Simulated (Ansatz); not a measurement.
## What a trial cell of Zr2Ti relaxes into

Method: Ansatz, DFT PBE, scalar-relativistic, plane waves, PAW. Cutoff 420 eV, Γ-centred k mesh, Gaussian smearing, no spin polarisation in the final step.

Zr2Ti was placed on the 2H molybdenite structure type (P6_3/mmc, No. 194), with Ti in place of Mo, Zr in place of S, at a guessed volume.

```yaml
crystal:
  lattice:
    - [2.97102, 0.00000, 0.00000]
    - [-1.48551, 2.57298, 0.00000]
    - [0.00000, 0.00000, 11.55605]
  atoms:
    - { symbol: Zr, position: [0.33333, 0.66667, 0.62750] }
    - { symbol: Zr, position: [0.66667, 0.33333, 0.12750] }
    - { symbol: Zr, position: [0.33333, 0.66667, 0.87250] }
    - { symbol: Zr, position: [0.66667, 0.33333, 0.37250] }
    - { symbol: Ti, position: [0.33333, 0.66667, 0.25000] }
    - { symbol: Ti, position: [0.66667, 0.33333, 0.75000] }
```

Cell and atoms relax at zero pressure; the relaxation can't lower the symmetry of the start. After a coarse first stage the cell is made exact in the group found at 0.06 Å.

The zero of energy is the elements' standard structures at the same level; no fitted shifts are applied.

What does it relax into?

It keeps P6_3/mmc (No. 194). The result has the 2H molybdenite structure. Conventional cell: a = 3.143 Å, c = 15.063 Å. Zr has 3 Ti at 3.01 Å and 9 Zr at 3.14–3.28 Å; Ti is coordinated by 6 Zr at 3.01 Å and 6 Ti at 3.14 Å.

```
Zr Ti
1.0
     3.14333    0.00000    0.00000
    -1.57166    2.72220    0.00000
     0.00000    0.00000   15.06319
Zr Ti
4 2
Cartesian
  0.0000 1.8148 8.8948
  1.5717 0.9074 1.3633
  0.0000 1.8148 13.6999
  1.5717 0.9074 6.1683
  0.0000 1.8148 3.7658
  1.5717 0.9074 11.2974
```

What are its volume, energy, density and gap?

The volume per atom is 21.48 Å³, the density is 5.93 g/cm³ and the energy over the elements is 0.05 eV/atom. The gap on the 12×12×4 mesh is 0 eV (a metal).

The final run used a 12×12×4 mesh on its 6-atom cell and 0.10 eV smearing. For metals, differences of a few meV/atom aren't resolved. Symmetry constrained the relaxation, so the result can be a saddle point. The steps took roughly 2.9 core-minutes in all.